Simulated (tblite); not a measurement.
Species: C5H9O (doublet state).
Z-matrix (Å and degrees, GFN2-xTB geometry), rows numbered from 1:
```
C 
C   1  1.4721
C   2  1.5432  1  111.47
O   2  1.4191  1  108.25  3  -122.31
C   4  1.3498  2  119.40  1  -158.51
C   5  1.3244  4  130.04  2     1.34
H   1  1.0708  2  119.72  3   -48.60
H   1  1.0700  2  119.86  3   127.54
H   2  1.1085  1  109.81  3   118.92
H   3  1.0859  2  109.78  1    60.44
H   3  1.0869  2  110.15  1  -179.01
H   3  1.0869  2  109.44  1   -59.41
H   5  1.0830  4  108.84  2  -179.38
H   6  1.0734  5  119.73  4   178.76
H   6  1.0754  5  124.06  4    -0.72
```

Computed values, GFN2-xTB/tblite, gas phase, harmonic and unscaled. This tight-binding method is rough: wavenumbers can miss measured ones by several per cent, in bad cases by 10 to 20. One conformer, not necessarily the lowest. Open shells enter through the occupations alone, without spin polarisation, and single modes of such species can be off by tens of per cent.

Harmonic wavenumbers (cm⁻¹): 97.2, 114.2, 180.5, 182.9, 229.0, 338.4, 388.9, 403.5, 497.8, 592.7, 650.0, 820.7, 836.5, 903.8, 969.5, 988.7, 995.4, 1043.6, 1103.7, 1171.1, 1173.8, 1242.0, 1268.3, 1303.5, 1362.1, 1384.6, 1412.7, 1476.8, 1490.9, 1707.1, 2736.1, 3042.1, 3048.8, 3052.1, 3054.8, 3125.4, 3152.5, 3158.6, 3208.1.

A = 6562, B = 2510, C = 2085 MHz; mass 85.065 u (most abundant isotopes); point group C1, symmetry number 1; spin multiplicity 2.

What is the zero-point energy?

½Σν̃ = 26954 cm⁻¹ = 322.44 kJ/mol.

Entropy at 298.15 K, 1 bar (ideal gas, RRHO, classical rotation)?

Translation 164.27, rotation 111.46, vibration 79.94, spin (R ln 2) 5.76: S = 361.4 J/(mol K).

And Cp and H(298.15 K) − H(0)?

Cp = 125.99 J/(mol K), of which vibrations give 92.73 (their classical limit is 39 R = 324.3); H(298.15 K) − H(0) = 23.43 kJ/mol without the zero-point energy, 13.52 from vibrations.

Which modes carry the vibrational entropy at 298.15 K?

97.2 cm⁻¹: 14.68; 114.2 cm⁻¹: 13.37; 180.5 cm⁻¹: 9.72; 182.9 cm⁻¹: 9.62; 229.0 cm⁻¹: 7.89; 338.4 cm⁻¹: 5.10 J/(mol K); the other 33 give 19.55 together.

What must be added to the electronic energy to get the Gibbs energy at 298.15 K and 1 bar?

ZPE + [H(298.15 K) − H(0)] − T·S = 322.44 + 23.43 − 107.76 = 238.11 kJ/mol.

Hindered rotation and anharmonicity are outside this model. Other conformers, if any are populated, would add a mixing term that is left out. The structure is chiral; the term R ln 2 for an equal mix with its mirror image is left out.
